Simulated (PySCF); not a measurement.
All values below come from PBE-D3(BJ)/def2-TZVP // B3LYP-D3(BJ)/def2-SVP run with PySCF 2.14.0. Gas-phase values, no solvent. 

Reference species (SMILES): `N` (neutral, multiplicity 1).

```
Property         Result
-------------  --------
HOMO           -6.07 eV
dipole moment    1.75 D
HOMO–LUMO gap   6.26 eV
```

Changed species: `OC` (free base CH3OH; the reference has free base NH3).

Predict the effect on the HOMO, dipole moment and HOMO–LUMO gap.

the HOMO falls by 0.10 eV, to -6.17 eV; the dipole moment drops by 0.16 D, to 1.59 D; the HOMO–LUMO gap rises by 0.11 eV, to 6.37 eV.
